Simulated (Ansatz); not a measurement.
Relaxation of CH$_{5}$O$_{2}$S (9 atoms, charge 1, multiplicity 1), to a largest force component of 0.015 eV/Å in at most 40 steps.

The calculation used RKS revPBE-D4/def2-SVP in Ansatz 0.2.0.

```xyz
9
Properties=species:S:1:pos:R:3
C -0.778 1.127 0.796
O -0.639 0.653 -0.545
S 0.583 0.954 -1.429
O 0.075 2.662 -2.291
H 0.168 1.582 1.093
H -1.551 1.897 0.783
H -1.048 0.330 1.488
H 0.805 3.306 -2.305
H -0.282 2.540 -3.190
```

Task: Where does it end, and by what steps?

Result: The run converged. Limits of this set-up: the dipole of an ion depends on the origin. After 5 steps the energy has fallen by 0.164 eV; H9 moved furthest, 0.12 Å.

```
step  energy less start (eV)  largest force component (eV/Å)  accepted
   0                  0.0000                           1.890       yes
   1                 -0.1255                           1.073       yes
   2                 -0.1595                           0.226       yes
   3                 -0.1630                           0.064       yes
   4                 -0.1636                           0.033       yes
   5                 -0.1637                           0.011       yes
```

```xyz
9
Properties=species:S:1:pos:R:3
C -0.760 1.161 0.834
O -0.674 0.621 -0.537
S 0.588 0.907 -1.461
O 0.037 2.666 -2.322
H 0.214 1.582 1.148
H -1.561 1.925 0.819
H -1.065 0.302 1.462
H 0.748 3.348 -2.272
H -0.193 2.539 -3.273
```

Whether the end is a true minimum wasn't checked by a vibrational analysis.

Time of the run: 12 s on 1 thread of Intel(R) Xeon(R) Platinum 8375C CPU @ 2.90GHz (Ice Lake) (shared host), peak memory 0.14 GiB.
